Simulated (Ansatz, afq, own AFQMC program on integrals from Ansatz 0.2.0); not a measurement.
## Where AFQMC and coupled cluster stand for S, singlet

A free S atom.

Basis cc-pVDZ. Noble-gas cores (and the filled d shells of Ga–Kr and In–Xe) are frozen. Integrals, coupled cluster, full CI and functionals: Ansatz 0.2.0; the random walks run on the same integrals in our own AFQMC program. ph-AFQMC/CISD is guided by a CISD state made of CCSD amplitudes; releasing the constraint for a short imaginary time cuts its bias at the price of noise, slowly where states lie close. Error bars are statistical, one sigma.

Determinant: RHF, the one that the program's search chose, which needn't be the lowest solution.

Full CI on the same integrals is exact in this basis and with this determinant's frozen core.

Cautions: another spin lies lower (by 1.33 eV); restricted determinant unstable towards unrestricted (UHF 1.75 eV lower, ⟨S²⟩ 1.02); strong correlation (T1 0.009, weight of the determinant 0.82, largest double 0.28); the released energies are still falling, so no released level is given (meV from the phaseless value at times in 1/Eh: -1 ± 10 at 0.24, -6 ± 10 at 0.51, -13 ± 9 at 0.99, -34 ± 10 at 1.62, -45 ± 16 at 2.40), though the last usable value meets full CI within the noise; the ph-AFQMC/CISD walk drifts between its halves (2.1 errors); the determinant fills the p orbitals unequally in pairs, so it mixes two states of the atom (¹D and ¹S), and each level undoes that mixture to a different degree, while full CI gives the lower state; CCSDTQ on the UHF determinant differs (1.33 eV lower), perhaps since the unrestricted series falls towards higher spin.

The T1 diagnostic is 0.0087, the weight of the determinant in the CISD state is 0.816 and the size of the correlated space is 6 electrons in 13 orbitals.

Reference: full CI, correlation energy -3.779 eV. The cautions show a poor starting determinant, so the rows tell how each method copes with it here, and full CI is the sure value.

```json
{"level": "HF", "E − E(reference) (kJ/mol)": "364.6", "share of correlation (%)": "0.00"}
{"level": "MP2", "E − E(reference) (kJ/mol)": "111.2", "share of correlation (%)": "69.51"}
{"level": "CCSD", "E − E(reference) (kJ/mol)": "25.1", "share of correlation (%)": "93.11"}
{"level": "CCSD(T)", "E − E(reference) (kJ/mol)": "11.4", "share of correlation (%)": "96.87"}
{"level": "CCSDT", "E − E(reference) (kJ/mol)": "6.0", "share of correlation (%)": "98.36"}
{"level": "CCSDT(Q)", "E − E(reference) (kJ/mol)": "0.6", "share of correlation (%)": "99.83"}
{"level": "CCSDTQ", "E − E(reference) (kJ/mol)": "0.1", "share of correlation (%)": "99.99"}
{"level": "ph-AFQMC/CISD", "E − E(reference) (kJ/mol)": "3.1 ± 0.8", "share of correlation (%)": "99.14"}
```

CCSDT and higher add their correlation energy to the determinant of the CCSD(T) run, since their own runs factorise the integrals more tightly (a shift of under 2 meV).
